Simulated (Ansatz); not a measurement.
# SiH₄, triplet along the scale of all distances

All five atoms lie in one plane.

Starting geometry (PBE0/def2-TZVP stationary point for this spin, not checked as a minimum):

```yaml
atoms:
  - { symbol: Si, position_ang: [0.0000, 0.0000, 0.0000] }
  - { symbol: H, position_ang: [-0.0115, 1.0851, 1.0776] }
  - { symbol: H, position_ang: [-0.0165, -1.0776, 1.0850] }
  - { symbol: H, position_ang: [0.0165, 1.0776, -1.0850] }
  - { symbol: H, position_ang: [0.0115, -1.0851, -1.0776] }
```

From there all distances are scaled together; atoms are numbered as listed. Energies are in kJ/mol, counted from the starting geometry at the same level. Kohn–Sham curves are unrestricted where that lies lower.

Basis 6-31G; Ansatz 0.2.0. Correlated methods freeze the noble-gas cores. R marks a restricted (for open shells ROHF) determinant.

Unrestricted Kohn–Sham rows aren't spin-pure: their determinants' ⟨S²⟩ exceeds S(S+1) by up to 1.88, so they mix in states of higher spin. Coupled cluster chose its determinant by a search with trial CCSD, here up to 2.83 eV above the lowest Hartree–Fock solution of its kind. A value is left out where its run failed or describes another state than the reference as far as symmetry and spin tell, or, spin-broken singlets apart, can't be checked. The reference follows the lowest state, whose symmetry changes from B3u to Ag between 1.303 and 1.519.

Full CI is exact within this basis and frozen core; it isn't the basis-set limit.

| scale of all distances | full CI | curve A | curve B | curve C | curve D |
| --- | --- | --- | --- | --- | --- |
| 0.869 | 216.0 | 191.0 | 192.8 | 216.0 | 219.3 |
| 1.000 | 0.0 | 0.0 | 0.0 | 0.0 | 0.0 |
| 1.106 | 18.7 | 41.3 | 40.4 | 18.7 | 17.1 |
| 1.303 | 209.8 | – | 283.3 | 209.8 | 209.3 |
| 1.519 | 357.2 | 434.3 | 466.6 | 357.3 | 367.1 |
| 1.726 | 462.1 | 559.7 | 600.9 | 462.2 | 486.6 |
| 2.020 | 564.9 | 667.6 | 731.8 | 565.0 | 594.8 |
| 2.424 | 618.3 | 722.5 | 814.1 | 617.2 | 620.8 |

Q: The curves come from B2PLYP, RCCSDTQ, RPA-PBE, r2SCAN. Compare each with full CI and say which is which.

A: A: B2PLYP, B: r2SCAN, C: RCCSDTQ, D: RPA-PBE. Spread of the error against full CI, over the points where both stand: A 129.2, B 219.0, C 1.2, D 31.5 kJ/mol. r2SCAN at 2.424 lies 195.8 kJ/mol (32 %) above the reference in this basis. B2PLYP at 2.424 lies 104.2 kJ/mol (17 %) above the reference in this basis. The program flagged some runs of RCCSDTQ as in doubt.

In so small a basis the reference is far from its limit while semilocal and hybrid functionals are nearer theirs (RPA and double hybrids share part of the reference's basis error), so the functionals' errors here hold much of the reference's basis and frozen-core error, which can add to them or hide them. The set has no polarisation functions, which weighs most on the reference.
